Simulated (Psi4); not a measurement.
# AQCC/6-31G(d,p) (Cartesian functions) run of [P2H3]− (SMILES [PH-]P)

Aim: the energy change on altering one bond length of [P2H3]− at AQCC/6-31G** (Cartesian functions), from 2 runs. 

The results are computed with Psi4 1.11.

3 further runs of the same task are left out: 1 that didn't finish, 2 set aside as unsound or not needed.

## (1) The molecule

[P2H3]−: 5 atoms, total charge -1, spin state singlet. SMILES: `[PH-]P`. Geometry: relaxed at GFN2-xTB. This is one conformer, not always the lowest.

Bond lengths: P1–P2 2.086 Å, P1–H3 1.369 Å, P2–H4 1.401 Å, P2–H5 1.400 Å. Angles: P1–P2–H4 101.9°, P1–P2–H5 101.8°, P2–P1–H3 90.4°, H4–P2–H5 88.6°.

## (2) The energy at AQCC/6-31G(d,p) (Cartesian functions)

input.in reads:

```
memory 1600 MB

molecule system {
  -1 1
  P      0.790170    -1.109400     0.143810
  P     -0.477530     0.546260     0.076070
  H      0.279530    -1.462550     1.364400
  H     -0.983870     0.470170    -1.228180
  H      0.391690     1.555520    -0.356110
}

set globals {
  scf_type pk
  freeze_core true
}

e_tot, wfn = energy('aqcc/6-31G**', return_wfn=True)
```

Run with:

```
$ psi4 -i input.in -o input.out -n 1
```

input.out:

```text
[...]
  Running in c1 symmetry.
[...]
  Nuclear repulsion =   83.733879812467507
[...]
  Multiplicity = 1
[...]
  Nalpha       = 17
  Nbeta        = 17
[...]
    Number of basis functions: 53
[...]
   @RHF iter   1:  -683.09106754823506   -3.26476e-01   5.09794e-03 DIIS/ADIIS
[...]
   @RHF iter  11:  -683.16232881012877   -6.25278e-12   5.69386e-09 DIIS
[...]
    Orbital Energies [Eh]
    ---------------------
    Doubly Occupied:
       1A    -79.726019     2A    -79.653856     3A     -7.278051
       4A     -7.207159     5A     -5.172500     6A     -5.172345
       7A     -5.171053     8A     -5.102217     9A     -5.101159
      10A     -5.098926    11A     -0.683909    12A     -0.519698
      13A     -0.323090    14A     -0.250936    15A     -0.235612
      16A     -0.115691    17A     -0.051572
[...]
  @RHF Final Energy:  -683.16232881012877
   => Energetics <=
    Nuclear Repulsion Energy =             83.7338798124675066
    One-Electron Energy =               -1120.0648296337037664
    Two-Electron Energy =                 353.1686210111076321
    Total Energy =                       -683.1623288101286562
[...]
 Multipole Moments:
 ------------------------------------------------------------------------------------
     Multipole            Electronic (a.u.)      Nuclear  (a.u.)        Total (a.u.)
 ------------------------------------------------------------------------------------
 L = 1.  Multiply by 2.5417464519 to convert [e a0] to [Debye]
 Dipole X            :          0.1584812           -0.7209475           -0.5624663
 Dipole Y            :         -0.5403830            1.2985836            0.7582006
 Dipole Z            :          0.4454361           -0.5070458           -0.0616097
 Magnitude           :                                                    0.9460614
[...]
      * SCS-MP2 total energy:                 -683.397751186221
[...]
      * MP2 total energy:                     -683.392750496560
[...]
```

Wall time 3.6 s (1 thread of Intel Xeon at 2.80GHz (Skylake/Cascade Lake), shared host); peak memory 0.24 GiB.

## (3) The distorted shape at the same level

h3p2.xyz reads:

```xyz
5
H3P2
P      1.297255    -1.771670     0.170906
P     -0.477530     0.546260     0.076070
H      0.786615    -2.124820     1.391496
H     -0.983870     0.470170    -1.228180
H      0.391690     1.555520    -0.356110
```

job.py reads:

```python
import psi4

psi4.set_memory(1600000000)
psi4.set_num_threads(1)
psi4.core.set_output_file('psi4.out', False)

with open('h3p2.xyz') as f:
    atoms = ''.join(f.readlines()[2:])
mol = psi4.geometry('-1 1\n' + atoms + '')

psi4.set_options(dict(scf_type='pk', freeze_core=True))

energy_value = psi4.energy("aqcc/6-31G**", molecule=mol)
print('E =', round(energy_value, 9))
for k, v in sorted(psi4.core.scalar_variables().items()):
    print(f'{k:45s} {v:18.10f}')
```

Run with:

```
$ python job.py
```

psi4.out:

```text
[...]
  Running in c1 symmetry.
[...]
  Nuclear repulsion =   65.425205130850145
[...]
  Multiplicity = 1
[...]
  Nalpha       = 17
  Nbeta        = 17
[...]
    Number of basis functions: 53
[...]
   @RHF iter   1:  -683.04797516038116   -8.61343e-01   4.88666e-03 DIIS/ADIIS
[...]
   @RHF iter  12:  -683.12249447618888   -1.02318e-12   4.06552e-09 DIIS
[...]
    Orbital Energies [Eh]
    ---------------------
    Doubly Occupied:
       1A    -79.736191     2A    -79.719395     3A     -7.284069
       4A     -7.264646     5A     -5.178520     6A     -5.177696
       7A     -5.176428     8A     -5.158755     9A     -5.157585
      10A     -5.154655    11A     -0.628558    12A     -0.551743
      13A     -0.318421    14A     -0.236723    15A     -0.222539
      16A     -0.103786    17A     -0.075817
[...]
  @RHF Final Energy:  -683.12249447618888
   => Energetics <=
    Nuclear Repulsion Energy =             65.4252051308501450
    One-Electron Energy =               -1082.8043446896995192
    Two-Electron Energy =                 334.2566450826604978
    Total Energy =                       -683.1224944761888764
[...]
 Multipole Moments:
 ------------------------------------------------------------------------------------
     Multipole            Electronic (a.u.)      Nuclear  (a.u.)        Total (a.u.)
 ------------------------------------------------------------------------------------
 L = 1.  Multiply by 2.5417464519 to convert [e a0] to [Debye]
 Dipole X            :          0.7005664           -0.9548120           -0.2542456
 Dipole Y            :         -1.2782017            1.6040185            0.3258168
 Dipole Z            :          0.5109959           -0.5195423           -0.0085464
 Magnitude           :                                                    0.4133649
[...]
      * SCS-MP2 total energy:                 -683.356152825736
[...]
      * MP2 total energy:                     -683.347655946435
[...]
```

On the terminal:

```text
E = -683.389422534
AQCC CORRELATION ENERGY                            -0.2669280579
AQCC DOUBLES ENERGY                                -0.2669280597
AQCC OPPOSITE-SPIN CORRELATION ENERGY              -0.2253551211
AQCC SAME-SPIN CORRELATION ENERGY                  -0.0415729386
AQCC SINGLES ENERGY                                 0.0000000000
AQCC TOTAL ENERGY                                -683.3894225341
CURRENT CORRELATION ENERGY                         -0.2669280579
CURRENT ENERGY                                   -683.3894225341
CURRENT REFERENCE ENERGY                         -683.1224944762
DD SOLVATION ENERGY                                 0.0000000000
HF KINETIC ENERGY                                 682.6911569264
HF POTENTIAL ENERGY                             -1365.8136514026
HF TOTAL ENERGY                                  -683.1224944762
HF VIRIAL RATIO                                     2.0006318194
MP2 CORRELATION ENERGY                             -0.2251614702
MP2 DOUBLES ENERGY                                 -0.2251614702
MP2 OPPOSITE-SPIN CORRELATION ENERGY               -0.1830052225
MP2 SAME-SPIN CORRELATION ENERGY                   -0.0421562478
MP2 SINGLES ENERGY                                  0.0000000000
MP2 TOTAL ENERGY                                 -683.3476559464
NUCLEAR REPULSION ENERGY                           65.4252051309
ONE-ELECTRON ENERGY                             -1082.8043446897
PCM POLARIZATION ENERGY                             0.0000000000
PE ENERGY                                           0.0000000000
SCF ITERATION ENERGY                             -683.1224944762
SCF ITERATIONS                                     12.0000000000
SCF TOTAL ENERGY                                 -683.1224944762
TWO-ELECTRON ENERGY                               334.2566450827
```

Run time: 2.9 s. Hardware: 1 thread of Intel Xeon at 2.80GHz (Skylake/Cascade Lake), shared host; peak memory 0.24 GiB.

## (4) Results

At AQCC/6-31G** (Cartesian functions), 10 core orbitals frozen:

| quantity | value |
| --- | --- |
| first shape: total energy | -683.42756 Eh |
| first shape: HOMO energy (Hartree–Fock orbitals) | -1.40 eV |
| first shape: LUMO energy (Hartree–Fock orbitals) | 9.76 eV |
| first shape: HOMO–LUMO gap (to an unbound level, set by the basis) | 11.16 eV |
| first shape: correlation energy (10 core orbitals frozen) | -265.2 mEh |
| distorted shape: total energy | -683.38942 Eh |
| distorted shape: HOMO energy (Hartree–Fock orbitals) | -2.06 eV |
| distorted shape: LUMO energy (Hartree–Fock orbitals) | 6.56 eV |
| distorted shape: HOMO–LUMO gap (to an unbound level, set by the basis) | 8.62 eV |
| distorted shape: correlation energy (10 core orbitals frozen) | -266.9 mEh |
| energy change with the P1–P2 bond stretched from 2.086 to 2.921 Å | 1.038 eV |

**Reading.** With the P1–P2 bond stretched from 2.086 to 2.921 Å the energy rises by 1.04 eV (24 kcal/mol). The first shape isn't relaxed at this level, so the change isn't measured from a minimum.
